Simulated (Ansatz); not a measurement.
Basis-set extrapolation for C3H6ClN (`C/N=C\CCl`) (PBE0-D4/def2-TZVP geometry, frozen core, the Gaussian-basis code of Ansatz). Multiplicity 1, RHF reference.

|  | def2-TZVPP | def2-QZVPP |
| --- | --- | --- |
| HF | -631.092687 | -631.113440 |
| MP2 correlation | -0.895612 | -0.961288 |
| CCSD(T) correlation | -0.983809 | not run |

Energies in hartree. Use E(X) = E(∞) + A·exp(−7.88·√X) for Hartree–Fock and E(X) = E(∞) + B·X^(−2.97) for correlation, with X = 3 and 4, and add CCSD(T) minus MP2 of the smaller set to the MP2 limit.

Q: What is the CCSD(T) energy at the basis-set limit?

A: HF limit: -631.113440 + (-0.020753) × 0.13774 = -631.11630. MP2 limit: -0.961288 + (-0.065676) × 0.74074 = -1.00994. Higher-order term: -0.983809 − (-0.895612) = -0.08820. Total: -632.21444 hartree, 86.6 kcal/mol below CCSD(T)/def2-TZVPP.
